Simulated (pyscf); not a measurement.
**Hydrogen abstraction: Cl–AlH–Cl + methyl (CH₃•) → [Cl–Al–Cl]• + methane (CH₄)**

Gas phase, doublet surface, charge 0. Bonds broken: Al2–H4. Bonds formed: H4–C5. Structures and frequencies: ωB97X-D3(BJ)/def2-SVP in PySCF.

Transition state (Å):

```xyz
8

Cl     1.6230    -1.3546    -2.2001
Al     0.5604     0.3381    -1.5633
Cl     0.0986     1.7622    -3.0325
H      0.1139     0.5394     0.0113
C     -0.3452     0.7507     1.6633
H      0.2327     1.6461     1.9123
H      0.0037    -0.1977     2.0833
H     -1.4265     0.8763     1.5508
```

One imaginary mode, 652i cm⁻¹; descent along it reached the two sides named.

```json
[
 {"bond": "Al2–H4", "change": "breaks", "reactant side (Å)": "1.562", "saddle": "1.649", "product side": "3.2"},
 {"bond": "H4–C5", "change": "forms", "reactant side (Å)": "2.9", "saddle": "1.728", "product side": "1.100"}
]
```

Electronic energies relative to the separated reactants (kcal/mol):

| level | barrier | reaction energy | reverse barrier |
|---|---|---|---|
| ωB97X-D3(BJ)/def2-TZVP | 4.7 | -24.8 | 29.5 |
| PBE/def2-TZVP | -0.7 | -29.2 | 28.5 |
| r²SCAN/def2-TZVP | 3.1 | -24.7 | 27.8 |
| B3LYP-D3(BJ)/def2-TZVP | 2.4 | -25.4 | 27.9 |
| PBE0-D3(BJ)/def2-TZVP | 1.9 | -27.1 | 29.0 |
| M06-2X/def2-TZVP | 4.3 | -28.9 | 33.2 |
| ωB97M-D3(BJ)/def2-TZVP | 5.3 | -24.0 | 29.2 |
| HF/def2-TZVP | 15.7 | -17.4 | 33.1 |

With ωB97M-D3(BJ)/def2-TZVP energies and thermal terms (ideal gas, 1 atm, RRHO with modes under 100 cm⁻¹ raised to 100, one conformer, R ln 2 for chiral ones without a mode under 150 cm⁻¹), in kcal/mol:

```json
[
 {"T (K)": "298", "ΔH‡": "5.4", "ΔG‡": "13.8", "ΔH": "-19.4", "ΔG": "-18.9"},
 {"T (K)": "600", "ΔH‡": "5.8", "ΔG‡": "22.2", "ΔH": "-20.4", "ΔG": "-18.0"},
 {"T (K)": "900", "ΔH‡": "6.4", "ΔG‡": "30.3", "ΔH": "-21.2", "ΔG": "-16.6"},
 {"T (K)": "1200", "ΔH‡": "7.1", "ΔG‡": "38.2", "ΔH": "-21.7", "ΔG": "-14.9"}
]
```

At PBE this geometry lies under the reactants; that is no barrier but a single point on another level's saddle; such a level's own saddle, if it has one, lies nearer that side and is low. One saddle was located; it need not be the lowest between these sides. The angle at the transferred H is 180°.
